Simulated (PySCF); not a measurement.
H₂SN (doublet). Method: PySCF, UPBE0, basis S def2-TZVP, N def2-TZVP, H def2-TZVP (no relativity, density fitting).

Harmonic bands of its minimum:

```tsv
ω (cm⁻¹)	IR (km/mol)
806	0.3
835	7.7
1013	12.9
1319	38.5
2333	120
2369	97.4
```

The central atom is S. Infer the point group and assign the bands.

Cs. The modes span 4a' + 2a'': 806 a', 835 a'', 1013 a', 1319 a', 2333 a'', 2369 a'. The computed geometry has S–H 1.381 Å (×2), S–N 1.539 Å; H–S–H 91.7°, H–S–N 114.4° (×2).

This need not be the most stable arrangement of these atoms.
